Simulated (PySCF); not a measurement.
Molfile (atoms numbered from 1):
```
C3H4FN
     RDKit          3D

  9  8  0  0  0  0  0  0  0  0999 V2000
   -1.7934    0.0009   -0.1615 C   0  0  0  0  0  0  0  0  0  0  0  0
   -0.6445   -0.5381   -0.2214 N   0  0  0  0  0  0  0  0  0  0  0  0
    0.4775    0.2696   -0.1793 C   0  0  0  0  0  0  0  0  0  0  0  0
    1.6887   -0.2964   -0.2379 C   0  0  0  0  0  0  0  0  0  0  0  0
    2.8008    0.4181   -0.1987 F   0  0  0  0  0  0  0  0  0  0  0  0
   -1.9479    1.0945   -0.0781 H   0  0  0  0  0  0  0  0  0  0  0  0
   -2.6889   -0.6332   -0.1919 H   0  0  0  0  0  0  0  0  0  0  0  0
    0.3890    1.3649   -0.0974 H   0  0  0  0  0  0  0  0  0  0  0  0
    1.8445   -1.3759   -0.3198 H   0  0  0  0  0  0  0  0  0  0  0  0
  1  2  2  0
  2  3  1  0
  3  4  2  0
  4  5  1  0
  1  6  1  0
  1  7  1  0
  3  8  1  0
  4  9  1  0
M  END
```

No solvent, relativity neglected, one conformer. Geometry from PBE0-D3(BJ)/def2-SVP; shielding tensors at PBE0/pcSseg-1 (GIAO); J couplings at B3LYP/pcJ-1; PySCF 2.14.

Q: Predict the 2D correlation tables (HSQC, COSY, HMBC).

A: 

HSQC (one-bond C–H):
```
       δH          δC  1J(C,H) (Hz)
7.61 (H9)  167.8 (C4)           210
7.37 (H6)  155.3 (C1)           164
7.07 (H7)  155.3 (C1)           195
6.85 (H8)  136.6 (C3)           166
```

COSY cross peaks (|J| ≥ 2 Hz):
```
       δH         δH  abs. J (Hz)  bonds
7.61 (H9)  6.85 (H8)         10.9      3
7.37 (H6)  7.07 (H7)         18.3      2
```

HMBC (two and three bonds, |J| ≥ 2.5 Hz):
```
       δH  δC [abs. J in Hz]
7.61 (H9)   136.6 (C3) [9.7]
7.37 (H6)  136.6 (C3) [16.4]
7.07 (H7)  136.6 (C3) [22.3]
6.85 (H8)  155.3 (C1) [10.5]
```

Scale: 1H (31.27 ppm) and 13C (184.41 ppm) vs TMS (reference shieldings calculated alike).

Short H···H contacts in this conformer between protons four or more bonds apart (candidates for NOE cross peaks, intensity ∝ r⁻⁶): H6···H8 2.35 Å.

Common functionals overestimate the size of one-bond C–F couplings by tens of Hz; these are unscaled. Unscaled 3J(H,H) at this level run about 10 % above measured values. Shifts are as computed. Against solution values, carbons near 30 ppm lie about +2 ppm off and those near 130 ppm about +5 ppm. Of 1211 compounds with measured shifts, 218 miss one by over three times the rms of a fit or turn the order of signals round; such compounds aren't used in these exercises.
